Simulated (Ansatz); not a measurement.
We consider rock-salt LiF, described by r²SCANh in Ansatz (plane waves, PAW).

Total energies, extrapolated to zero smearing (they compare only within this program, potentials and cutoff; free atoms with spin allowed, lowest state found):

```tsv
system	energy (eV/atom)
rock-salt LiF, relaxed	-509.0818
free Li atom	-203.5506
free F atom	-805.8933
```

**Question.** Work out the cohesive energy per atom.

**Answer.** E_coh = [1 × (-203.5506) + 1 × (-805.8933)]/2 − (-509.0818) = 4.36 eV/atom. The reference value is 4.46 eV/atom (measured, static lattice: zero-point vibration energy added; as tabulated in Mejia-Rodriguez and Trickey (2018), arXiv:1807.09216), a difference of -0.10 eV/atom.

The PAW data were made under PBE.

Ansatz is an electronic-structure program.
